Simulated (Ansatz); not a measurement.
We consider tetradymite Bi2Se3, described by HSE06 in Ansatz (plane waves, PAW).

Numerical settings: plane-wave cutoff 520 eV, 8×8×8 k mesh, Fermi–Dirac smearing 0.01 eV, scalar-relativistic PAW data made under PBE.

Starting structure:

```
CELL_PARAMETERS angstrom
      2.07000     1.19512     9.54667
     -2.07000     1.19512     9.54667
      0.00000    -2.39023     9.54667
ATOMIC_POSITIONS crystal
  Bi 0.59900 0.59900 0.59900
  Bi 0.40100 0.40100 0.40100
  Se 0.00000 0.00000 0.00000
  Se 0.78800 0.78800 0.78800
  Se 0.21200 0.21200 0.21200
```

Task: Into what structure does the relaxation of cell and atoms lead at this level, with the symmetry of the start kept?

Result: The volume rises by 9.5 %; final space group R-3m.
```
CELL_PARAMETERS angstrom
      2.07373     1.19727    10.41980
     -2.07373     1.19727    10.41980
      0.00000    -2.39453    10.41980
ATOMIC_POSITIONS crystal
  Bi 0.60473 0.60473 0.60473
  Bi 0.39527 0.39527 0.39527
  Se 0.00000 0.00000 0.00000
  Se 0.77782 0.77782 0.77782
  Se 0.22218 0.22218 0.22218
```

Note: the cell comes from a level without a dispersion term, which matters for the spacing of layers, chains or molecules; the cell has widely spaced layers and the level no dispersion term, so their spacing and the moduli can rest on weak binding.

Ansatz is an electronic-structure program.
